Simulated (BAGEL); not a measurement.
**A workflow on singlet [SiNH4]+**

Aim: a single-point energy (singlet [SiNH4]+, HF/def2-TZVP), then a single-point energy (doublet SiNH4, NEVPT2(3,3)/def2-TZVP), then a single-point energy (doublet SiNH4, CASPT2(3,3)/def2-TZVP) of H4NSi. 

Program for the calculation: BAGEL 1.2.2.

1 further run of the same task is left out (set aside as unsound or not needed).

## Step 1: Starting point

[SiNH4]+: 6 atoms, total charge +1, spin state singlet. SMILES of the parent species: `[NH][SiH3]`. The Si2–H4 distance was set to 2.013 Å, away from the relaxed value. That shape belongs to the parent species and isn't relaxed for this state. At this shape a bond of the SMILES string is far longer than usual.

Bond lengths: N1–Si2 1.753 Å, N1–H3 1.023 Å, Si2–H5 1.491 Å, Si2–H6 1.481 Å. Angles: N1–Si2–H5 109.1°, N1–Si2–H6 109.3°, Si2–N1–H3 111.9°, H5–Si2–H6 109.5°. A long bond or contact: Si2–H4 2.013 Å.

## Step 2: A single-point energy at HF/def2-TZVP (density fitting with svp-jkfit) (run 1)

File hf.json:

```json
{ "bagel": [

{
  "title": "molecule",
  "basis": "def2-tzvp.json",
  "df_basis": "svp-jkfit",
  "angstrom": true,
  "geometry": [
    { "atom": "N", "xyz": [    0.979519,   -0.614733,    1.180927 ] },
    { "atom": "Si", "xyz": [    0.183719,    0.568067,    0.161427 ] },
    { "atom": "H", "xyz": [    1.310219,   -1.420233,    0.644127 ] },
    { "atom": "H", "xyz": [   -1.310600,   -0.282300,   -0.885500 ] },
    { "atom": "H", "xyz": [    1.176919,    1.132267,   -0.797473 ] },
    { "atom": "H", "xyz": [   -0.360681,    1.655267,    1.007627 ] }
  ]
},
{
  "title": "hf",
  "charge": 1
},
{
  "title": "print",
  "file": "orbitals.molden",
  "orbitals": true
}

]}
```

The basis set def2-TZVP is read from a file made from the Basis Set Exchange's data (not shown).

The run is started by

```console
$ BAGEL_NUM_THREADS=1 BAGEL hf.json > hf.out
```

What it wrote:

```text
* using 1 threads per process

  ===============================================================
  ===============================================================

  *** Geometry ***

  { "atom" : "N", "xyz" : [      1.851023,     -1.161677,      2.231629 ] },
  { "atom" : "Si", "xyz" : [      0.347179,      1.073491,      0.305053 ] },
  { "atom" : "H", "xyz" : [      2.475955,     -2.683851,      1.217224 ] },
  { "atom" : "H", "xyz" : [     -2.476675,     -0.533470,     -1.673352 ] },
  { "atom" : "H", "xyz" : [      2.224055,      2.139675,     -1.507006 ] },
  { "atom" : "H", "xyz" : [     -0.681588,      3.128001,      1.904139 ] },

  Number of auxiliary basis functions:      277

  Since a DF basis is specified, we compute 2- and 3-index integrals:
    o Being stored without compression. Storage requirement is 0.019 GB

  Number of basis functions:       92
  Number of electrons      :       25

    * METHOD: MOLECULE                             0.14

  *** RHF ***

  === Nuclear Repulsion ===
    55.1084502755

      * DIIS with orbital gradients will be used.

  === RHF iteration (def2-tzvp.json) ===
      0       -344.87347843          0.02923956           0.04
      1       -344.78692783          0.03767245           0.04
      2       -345.21365285          0.00649729           0.03
      3       -345.24069532          0.00267928           0.03
      4       -345.24751747          0.00090863           0.03
      5       -345.24867033          0.00035093           0.04
      6       -345.24884057          0.00027555           0.03
      7       -345.24904242          0.00021194           0.03
      8       -345.24924391          0.00012658           0.03
      9       -345.24931560          0.00006422           0.04
     10       -345.24932849          0.00003503           0.04
     11       -345.24933197          0.00001498           0.03
     12       -345.24933243          0.00000449           0.03
     13       -345.24933246          0.00000197           0.03
     14       -345.24933247          0.00000119           0.04
     15       -345.24933247          0.00000085           0.03
     16       -345.24933247          0.00000060           0.03
     17       -345.24933247          0.00000046           0.03
     18       -345.24933247          0.00000033           0.03
     19       -345.24933247          0.00000020           0.03
     20       -345.24933247          0.00000009           0.03
     21       -345.24933247          0.00000004           0.03
     22       -345.24933247          0.00000002           0.03
     23       -345.24933247          0.00000001           0.03
    * SCF iteration converged.

    * Permanent dipole moment:
           (   -0.298198,     0.788300,     0.341157) a.u.

    * METHOD: HF                                   0.98

    * METHOD: PRINT                                0.05

  ===============================================================
```

Run time: 1.9 s. Hardware: 1 thread of AMD EPYC 7R43 (Zen 3), shared host; peak memory 0.14 GiB.

## Step 3: Doublet neutral SiNH4: the energy at NEVPT2(3,3)/def2-TZVP (density fitting with svp-jkfit) (run 2)

File job.json:

```json
{ "bagel" : [

{
  "title" : "molecule",
  "basis" : "def2-tzvp.json",
  "df_basis" : "svp-jkfit",
  "angstrom" : true,
  "geometry" : [
    { "atom" : "N", "xyz" : [    0.979519,   -0.614733,    1.180927 ] },
    { "atom" : "Si", "xyz" : [    0.183719,    0.568067,    0.161427 ] },
    { "atom" : "H", "xyz" : [    1.310219,   -1.420233,    0.644127 ] },
    { "atom" : "H", "xyz" : [   -1.310600,   -0.282300,   -0.885500 ] },
    { "atom" : "H", "xyz" : [    1.176919,    1.132267,   -0.797473 ] },
    { "atom" : "H", "xyz" : [   -0.360681,    1.655267,    1.007627 ] }
  ]
},
{ "title" : "hf", "charge" : 1 },
{ "title" : "casscf", "nstate" : 1, "nact" : 3, "nclosed" : 11, "nspin" : 1, "active" : [12, 13, 15], "maxiter" : 200, "natocc" : true },
{
  "title" : "nevpt2",
  "nstate" : 1,
  "nact" : 3,
  "nclosed" : 11,
  "nspin" : 1,
  "active" : [12, 13, 15],
  "maxiter" : 200,
  "natocc" : true,
  "ncore" : 6
},
{ "title" : "print", "file" : "orbitals.molden", "orbitals" : true }

]}
```

The basis set def2-TZVP is read from a file made from the Basis Set Exchange's data (not shown).

The run is started by

```console
$ BAGEL_NUM_THREADS=1 BAGEL job.json > job.out
```

What it wrote:

```text
* using 1 threads per process

  ===============================================================
  ===============================================================

  *** Geometry ***

  { "atom" : "N", "xyz" : [      1.851023,     -1.161677,      2.231629 ] },
  { "atom" : "Si", "xyz" : [      0.347179,      1.073491,      0.305053 ] },
  { "atom" : "H", "xyz" : [      2.475955,     -2.683851,      1.217224 ] },
  { "atom" : "H", "xyz" : [     -2.476675,     -0.533470,     -1.673352 ] },
  { "atom" : "H", "xyz" : [      2.224055,      2.139675,     -1.507006 ] },
  { "atom" : "H", "xyz" : [     -0.681588,      3.128001,      1.904139 ] },

  Number of auxiliary basis functions:      277

  Since a DF basis is specified, we compute 2- and 3-index integrals:
    o Being stored without compression. Storage requirement is 0.019 GB

  Number of basis functions:       92
  Number of electrons      :       25

    * METHOD: MOLECULE                             0.16

  *** RHF ***

  === Nuclear Repulsion ===
    55.1084502755

      * DIIS with orbital gradients will be used.

  === RHF iteration (def2-tzvp.json) ===
      0       -344.87347843          0.02923956           0.04
      1       -344.78692783          0.03767245           0.04
      2       -345.21365285          0.00649729           0.04
[... 20 lines of this table left out ...]
     23       -345.24933247          0.00000001           0.03
    * SCF iteration converged.

    * Permanent dipole moment:
           (   -0.298198,     0.788300,     0.341157) a.u.

    * METHOD: HF                                   0.99

  ---------------------------
      CASSCF calculation
  ---------------------------

    ==== Active orbitals : =====
         Orbital 12
         Orbital 13
         Orbital 15
    ============================

    * nstate   :      1
    * nclosed  :     11
    * nact     :      3
    * nvirt    :     78
  === CASSCF iteration (def2-tzvp.json) ===

    * Using the second-order algorithm

      0  0      -345.60290654     2.18e-02      0.02

      1  0      -345.66910926     2.06e-03      0.35
[... 19 lines of this table left out ...]
     11  0      -345.67863608     3.57e-09      0.28

    * Second-order optimization converged. *

     guess   0:   closed 1..                  open .1.

  === FCI iteration ===

      0  0      -345.65271591     4.65e-02      0.00
      1  0      -345.67853406     2.92e-03      0.00
      2  0      -345.67863459     2.93e-04      0.00
[... 4 lines of this table left out ...]
      7  0 *    -345.67863608     6.72e-16      0.00

     * ci vector, state   0, <S^2> = 0.7500
       2a.    -0.9830248398
       .a2    -0.1749075958

    * METHOD: CASSCF                               3.44

    * freezing 6 orbitals

  === DF-NEVPT2 calculation ===

    * 3-index integral transformation done
    * assembly done

      NEVPT2 correlation energy:   -0.2756944455      0.16

          (+0)     -0.1813213272
          (+0)'    -0.0148232093
          (+1)     -0.0137023988
          (+1)'    -0.0001311134
          (+2)     -0.0002786181
          (-1)     -0.0568634269
          (-1)'    -0.0004877996
          (-2)     -0.0080865522

      NEVPT2 total energy:       -345.9543305252

    * METHOD: NEVPT2                               0.25

    * METHOD: PRINT                                0.05

  ===============================================================
```

Wall time 5.7 s (1 thread of AMD EPYC 7R43 (Zen 3), shared host); peak memory 0.14 GiB.

## Step 4: Doublet neutral SiNH4: the energy at CASPT2(3,3)/def2-TZVP (density fitting with svp-jkfit) (run 3)

File input.json:

```json
{ "bagel" : [

{
  "title" : "molecule",
  "basis" : "def2-tzvp.json",
  "df_basis" : "svp-jkfit",
  "angstrom" : "true",
  "geometry" : [
    { "atom" : "N", "xyz" : [       0.979519,      -0.614733,       1.180927 ] },
    { "atom" : "Si", "xyz" : [       0.183719,       0.568067,       0.161427 ] },
    { "atom" : "H", "xyz" : [       1.310219,      -1.420233,       0.644127 ] },
    { "atom" : "H", "xyz" : [      -1.310600,      -0.282300,      -0.885500 ] },
    { "atom" : "H", "xyz" : [       1.176919,       1.132267,      -0.797473 ] },
    { "atom" : "H", "xyz" : [      -0.360681,       1.655267,       1.007627 ] }
  ]
},

{
  "title" : "hf",
  "charge" : 1
},

{
  "title" : "casscf",
  "nstate" : 1,
  "nact" : 3,
  "nclosed" : 11,
  "charge" : 0,
  "nspin" : 1,
  "active" : [12, 13, 15],
  "maxiter" : 200,
  "natocc" : "true"
},

{
  "title" : "print",
  "file" : "orbitals.molden",
  "orbitals" : "true"
},

{
  "title" : "smith",
  "method" : "caspt2",
  "ms" : "true",
  "xms" : "true",
  "sssr" : "true",
  "shift" : 0.2,
  "shift_imag" : "true",
  "ncore" : 6
}

]}
```

The basis set def2-TZVP is read from a file made from the Basis Set Exchange's data (not shown).

The run is started by

```console
$ BAGEL_NUM_THREADS=1 BAGEL input.json > input.out
```

What it wrote:

```text
* using 1 threads per process

  ===============================================================
  ===============================================================

  *** Geometry ***

  { "atom" : "N", "xyz" : [      1.851023,     -1.161677,      2.231629 ] },
  { "atom" : "Si", "xyz" : [      0.347179,      1.073491,      0.305053 ] },
  { "atom" : "H", "xyz" : [      2.475955,     -2.683851,      1.217224 ] },
  { "atom" : "H", "xyz" : [     -2.476675,     -0.533470,     -1.673352 ] },
  { "atom" : "H", "xyz" : [      2.224055,      2.139675,     -1.507006 ] },
  { "atom" : "H", "xyz" : [     -0.681588,      3.128001,      1.904139 ] },

  Number of auxiliary basis functions:      277

  Since a DF basis is specified, we compute 2- and 3-index integrals:
    o Being stored without compression. Storage requirement is 0.019 GB

  Number of basis functions:       92
  Number of electrons      :       25

    * METHOD: MOLECULE                             0.14

  *** RHF ***

  === Nuclear Repulsion ===
    55.1084502755

[... 8 lines left out ...]
    * SCF iteration converged.
[... 1 line left out ...]
    * Permanent dipole moment:
[... 28 lines left out ...]
    * Second-order optimization converged. *
[... 11 lines left out ...]
     * ci vector, state   0, <S^2> = 0.7500
[... 16 lines left out ...]
    * Zeroth order energy : state  0       -0.9894920574

    * CASPT2 iteration is performed using orthogonal basis

      -------------------------------------------  CASPT2 iteration  ---------------------------------------------------
       #      aibj      arbs      arbi      airj      risj      airs      arst      rist         Etot      error   time
      ------------------------------------------------------------------------------------------------------------------

       0  -0.18095  -0.00998  -0.06136  -0.01520  -0.00042  -0.01469  -0.00055  -0.00015   -0.2832997  0.0010712   0.09
       1  -0.18104  -0.01001  -0.06145  -0.01530  -0.00044  -0.01481  -0.00056  -0.00016   -0.2837671  0.0001582   0.07
       2  -0.18104  -0.01001  -0.06145  -0.01531  -0.00044  -0.01481  -0.00056  -0.00016   -0.2837771  0.0000301   0.07
       3  -0.18104  -0.01001  -0.06145  -0.01530  -0.00044  -0.01481  -0.00056  -0.00016   -0.2837774  0.0000059   0.07
       4  -0.18104  -0.01001  -0.06145  -0.01531  -0.00044  -0.01481  -0.00056  -0.00016   -0.2837775  0.0000010   0.08

      ------------------------------------------------------------------------------------------------------------------

    * CASPT2 energy : state  0     -345.9641825905
        w/o shift correction       -345.9624135308
        reference weight              0.9094727358

    * METHOD: SMITH                                0.56

  ===============================================================
```

It took 6 s on 1 thread of AMD EPYC 7R43 (Zen 3), shared host; peak memory 0.14 GiB.

## Step 5: Summary of results

| quantity | value |
| --- | --- |
| run 1, HF/def2-TZVP: total energy | -345.24933 Eh |
| run 1, HF/def2-TZVP: HOMO energy | -17.52 eV |
| run 1, HF/def2-TZVP: LUMO energy | -8.92 eV |
| run 1, HF/def2-TZVP: HOMO–LUMO gap | 8.59 eV |
| doublet neutral SiNH4, run 2: total energy | -345.95433 Eh |
| doublet neutral SiNH4, run 3: total energy | -345.96418 Eh |
